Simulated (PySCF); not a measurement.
Species: tert-butylhydrazine, C4H12N2.
Geometry (PBE0-D3(BJ)/def2-SVP, Å), atoms numbered from 1 in this order:
```xyz
18
C4H12N2 angstrom
C     -0.4257   -0.8625    1.1537
C      0.1896   -0.1444   -0.0452
C      1.2659   -1.0196   -0.6795
C      0.8044    1.1898    0.4010
N     -0.8459    0.0303   -1.0702
N     -1.9545    0.8166   -0.7617
H      0.3374   -1.0770    1.9167
H     -1.2075   -0.2488    1.6269
H     -0.8818   -1.8118    0.8337
H      1.7020   -0.5247   -1.5633
H      0.8335   -1.9768   -1.0057
H      2.0841   -1.2202    0.0280
H      1.5760    1.0403    1.1725
H      0.0458    1.8626    0.8335
H      1.2722    1.7079   -0.4519
H     -0.4261    0.3874   -1.9257
H     -1.7293    1.6156   -0.1634
H     -2.6511    0.2535   -0.2808
```

Computed with PySCF at PBE0/pcSseg-1 and CAM-B3LYP/def2-SVPD, non-relativistic, on one gas-phase PBE0-D3(BJ)/def2-SVP geometry that isn't relaxed in the solvent. The solvent is an IEF-PCM continuum (Bondi radii, 1.10 Å for H, scaled by 1.2). Specific hydrogen bonds and non-electrostatic terms are outside this model.

Gas phase at PBE0/pcSseg-1: HOMO -6.51 eV, LUMO 1.18 eV, dipole 1.67 D.

Q: What does the continuum do to the energy, the frontier levels and the dipole at PBE0/pcSseg-1 in methanol and water?

A: 
```
 solvent      ε  E(solvent) − E(gas) (kJ/mol)  polarisation term (kJ/mol)  distortion of the solute (kJ/mol)  HOMO (eV)  LUMO (eV)  dipole (D)
methanol  32.61                        -24.42                      -27.50                               3.08      -6.57       1.44        2.22
   water  78.36                        -25.25                      -28.57                               3.32      -6.58       1.45        2.24
```

The polarisation term is half the interaction of the solute with the surface charges that it induces; the rest is the cost of distorting the solute's density. The sum is the electrostatic part of solvation alone. From methanol to water the lowering changes by a factor 1.03, Onsager's factor (ε − 1)/(2ε + 1) by 1.03 and ε itself by 2.4.

Q: Which radius a makes the point-dipole formula ΔE = −[(ε − 1)/(2ε + 1)]·μ²/a³ give the value in water, with the gas-phase dipole?

A: μ = 0.658 au and |ΔE| = 0.00962 Eh give a = 1.48 Å; the farthest nucleus lies 2.68 Å from the centroid of the nuclei, so such a sphere wouldn't even hold the nuclei. The formula assumes a rigid point dipole at the centre of a sphere.

Q: Give the dipole vector in the frame of the coordinates (D, pointing from negative to positive charge), gas and water.

A: Gas (0.91, 0.45, 1.32), solvent (1.17, 0.79, 1.74). Its length changes by +34 % and its direction by 5°.

Q: Which Hirshfeld charges (PBE0/pcSseg-1) respond most in methanol (means over atoms taken as equivalent)?

A: 
```tsv
atoms	environment	gas (e)	solvent (e)	change
N6	hydrazine nitrogen	-0.199	-0.216	-0.017
N5	hydrazine nitrogen	-0.124	-0.139	-0.015
H17/H18	N–H hydrogen	+0.100	+0.107	+0.007
H16	N–H hydrogen	+0.100	+0.103	+0.003
H7 (×9)	methyl hydrogen	+0.037	+0.039	+0.002
C2	sp3 carbon bound to nitrogen	+0.056	+0.057	+0.001
C1/C3/C4	methyl carbon	-0.123	-0.124	-0.001
```

Q: Which Mayer bond orders change most in methanol?

A: 
```csv
bond,length (Å),gas,solvent,change
N5–N6,1.394,1.040,1.024,-0.016
C2–N5,1.467,0.940,0.933,-0.007
C2–C4,1.535,0.999,1.005,+0.006
C1–C2,1.527,0.995,0.999,+0.004
N6–H18,1.017,0.950,0.947,-0.003
C2–C3,1.525,1.015,1.016,+0.001
C1–H7,1.100,0.963,0.962,-0.001
C1–H8,1.101,0.956,0.955,-0.001
```

Q: How do the nuclear quadrupole coupling constants eQVzz/h respond in methanol?

A: 
```json
{"nucleus": "14N at N5", "Q (barn)": "0.02044", "gas (MHz)": "-6.97", "solvent (MHz)": "-6.84", "η gas": "0.37", "η solvent": "0.40"}
{"nucleus": "14N at N6", "Q (barn)": "0.02044", "gas (MHz)": "-6.41", "solvent (MHz)": "-6.24", "η gas": "0.43", "η solvent": "0.47"}
```

Gas phase at CAM-B3LYP/def2-SVPD: HOMO -8.06 eV, LUMO 1.20 eV, dipole 1.75 D.

Q: What does the continuum do to the energy, the frontier levels and the dipole at CAM-B3LYP/def2-SVPD in methanol?

A: 
```
 solvent      ε  E(solvent) − E(gas) (kJ/mol)  polarisation term (kJ/mol)  distortion of the solute (kJ/mol)  HOMO (eV)  LUMO (eV)  dipole (D)
methanol  32.61                        -24.80                      -29.28                               4.48      -8.10       1.46        2.45
```

Q: How does the static polarisability (CAM-B3LYP/def2-SVPD, frozen core, with the continuum's full static response) change?

A: 
```
  medium  isotropic (au)  principal values (au)  ⟨r²⟩ of the electrons (bohr²)
     gas            68.4       66.2, 66.4, 72.6                          641.9
methanol            92.7       90.4, 91.6, 96.1                          642.2
```

The isotropic value in methanol is 1.36 times the gas-phase one; no cavity-field correction is applied. ⟨r²⟩ is taken about the centre of nuclear charge.
